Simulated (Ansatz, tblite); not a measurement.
# The cluster LiSi₂: one state, many levels

Aim: run the doublet of the cluster LiSi₂ at one geometry on many levels, and compare frontier levels, spin and run time.

The runs use Ansatz 0.2.0, Gaussian basis; as each input shows.

Plan: GFN1-xTB, GFN2-xTB, PBE-D4/def2-TZVP, r2SCAN-D4/def2-TZVP, B97M-V/def2-TZVP, CAM-B3LYP-D4/def2-TZVP, ωB97M-V/def2-TZVP, revPBE-D4/def2-TZVP, LDA/def2-TZVP, PBE-D4/def2-SVP, PBE0-D4/def2-SVP, HF/STO-3G, HF/6-31G, B3LYP-D4/6-31G, PBE0-D4/def2-TZVPD, PBE-D4/def2-TZVPD, r2SCAN-D4/def2-TZVPD, CCSD(T)/def2-TZVPP, MP2/def2-TZVP, RPA/def2-TZVP, CCSD(T)/def2-TZVPD.

### 1 The geometry

The doublet was relaxed beforehand with PBE-D4/def2-TZVP. At that level it is the lowest of the isomers that a small search found.

3 atoms, charge 0, spin multiplicity 2.

Bond lengths: Li1–Si2 2.555 Å, Li1–Si3 2.555 Å, Si2–Si3 2.119 Å. Angles: Si2–Li1–Si3 49.0°, Li1–Si2–Si3 65.5°, Li1–Si3–Si2 65.5°.

PBE0-D4/def2-TZVP was run before; its log isn't repeated, and its numbers join the tables.

### 2 GFN1-xTB

Tight binding, by tblite at 300 K electronic temperature and without a spin-polarisation term:

```python
tblite.interface.Calculator('GFN1-xTB', numbers, positions, charge=0, uhf=1).singlepoint()
```

Energy -105.0513 eV; 0.001 s.

### 3 GFN2-xTB

Tight binding, by tblite at 300 K electronic temperature and without a spin-polarisation term:

```python
tblite.interface.Calculator('GFN2-xTB', numbers, positions, charge=0, uhf=1).singlepoint()
```

Energy -97.1300 eV; 0.002 s.

### 4 PBE-D4/def2-TZVP

start.molden holds the orbitals of an earlier run on this state, given as this run's starting guess.

Input file in.yaml:

```yaml
crystal:
  periodic: [false, false, false]
  atoms:
    - {symbol: Li, position_ang: [0.003087, -0.341854, -1.511727]}
    - {symbol: Si, position_ang: [0.961717, -0.258573, 0.854949]}
    - {symbol: Si, position_ang: [-0.964794, 0.600427, 0.656779]}
basis:
  gaussian: {orbitals: def2-TZVP, initial_orbitals: start.molden}
magnetization: {spin_polarized: true, initial_magnetization: 1}
hamiltonian: {xc: pbe, dispersion: d4}
scf: {omitted_lower_state_checks: [starts]}
output: {orbitals: {seedname: orbitals}}
```

Run with:

```bash
$ ansatz run in.yaml --threads 4 --pin off --events-out ev --progress --plain --max-ram 3916MiB
```

Further steps of the session: r2SCAN-D4/def2-TZVP; B97M-V/def2-TZVP; CAM-B3LYP-D4/def2-TZVP; ωB97M-V/def2-TZVP; revPBE-D4/def2-TZVP; LDA/def2-TZVP; PBE-D4/def2-SVP; PBE0-D4/def2-SVP; HF/STO-3G; HF/6-31G; B3LYP-D4/6-31G; PBE0-D4/def2-TZVPD; PBE-D4/def2-TZVPD; r2SCAN-D4/def2-TZVPD; CCSD(T)/def2-TZVPP; MP2/def2-TZVP; RPA/def2-TZVP; CCSD(T)/def2-TZVPD.

Q: Predict the results of all the runs planned. Wanted: gap in def2-TZVP, named functionals, smallest and largest; correlation energy, CCSD(T)/def2-TZVPP; correlation energy, MP2/def2-TZVP; correlation energy, CCSD(T)/def2-TZVPD; binding an atom, functionals in def2-TZVP; ⟨S²⟩ in def2-TZVP, named functionals, smallest and largest; PBE0 total energy, smallest basis above largest.

As calculated:

| quantity | value |
| --- | --- |
| gap in def2-TZVP, named functionals, smallest and largest | 0.28 eV (LDA), 5.36 eV (ωB97M-V) |
| correlation energy, CCSD(T)/def2-TZVPP | -7.73 eV |
| correlation energy, MP2/def2-TZVP | -5.89 eV |
| correlation energy, CCSD(T)/def2-TZVPD | -7.67 eV |
| binding an atom, functionals in def2-TZVP | 1.82 (CAM-B3LYP-D4) to 2.34 eV (LDA) |
| ⟨S²⟩ in def2-TZVP, named functionals, smallest and largest | 0.753, 0.767 |
| PBE0 total energy, smallest basis above largest | 5.55 eV (def2-SVP, def2-TZVPD) |

What this shows: Over the named functionals in def2-TZVP the gap runs from 0.28 eV (LDA) to 5.36 eV (ωB97M-V); exact exchange widens it. Over the named functionals in def2-TZVP spin contamination reaches 0.02 (CAM-B3LYP-D4), which is small. Notes on CCSD(T)/def2-TZVPP: large T1 diagnostic, spin contamination.
